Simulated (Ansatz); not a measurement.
in.yaml

```yaml
crystal:
  periodic: [false, false, false]
  atoms:
    - {symbol: Ge, position_ang: [0.002496, 0.044611, 0.321966]}
    - {symbol: N, position_ang: [-0.074202, -0.171566, -1.595492]}
    - {symbol: H, position_ang: [0.284433, -1.318092, 1.022012]}
    - {symbol: H, position_ang: [0.566824, 0.487213, -2.053874]}
basis:
  gaussian: {orbitals: cc-pVTZ}
magnetization: {spin_polarized: true, initial_magnetization: 1}
hamiltonian: {xc: hf}
output: {orbitals: {seedname: orbitals}}
```

```sh
$ ansatz run in.yaml --threads 1 --pin off --events-out ev --progress --plain --max-ram 4096MiB --backend cpu
```

The program prints:

```
806 factors; their error is unknown
mean field evaluation 1: about -57978.8757 eV, gradient 3.1e1 eV
mean field evaluation 2: about -57975.3238 eV, gradient 4.2e1 eV
mean field evaluation 4: about -57984.8031 eV, gradient 2.8e0 eV
mean field evaluation 8: about -57985.4724 eV, gradient 8.9e-1 eV
mean field evaluation 16: about -57985.6521 eV, gradient 1.2e-1 eV
mean field evaluation 32: about -57980.4819 eV, gradient 1.9e1 eV
mean field evaluation 64: about -57985.8001 eV, gradient 9.3e-1 eV
mean field evaluation 96: about -57986.4105 eV, gradient 5.8e-1 eV
mean field evaluation 128: about -57985.2652 eV, gradient 4.3e0 eV
mean field evaluation 160: about -57984.6376 eV, gradient 1.1e0 eV
mean field evaluation 192: about -57981.0882 eV, gradient 2.7e0 eV
mean field -57986.49884345 eV, -2130.9645278361 hartree, gradient 2.7e-5 eV, S^2 1.113498; 2 other end points of the search recorded, 0 dependent functions left out
reference -57986.49884345 eV, -2130.9645278361 hartree; 21, 20 occupied and 80, 81 virtual orbitals, 806 factors
Total energy: -57986.49884345 eV, -2130.9645278361 hartree
```

Ran on 1 thread of AMD EPYC 7R13, shared host: 9 s wall, 0.3 GiB peak host memory.
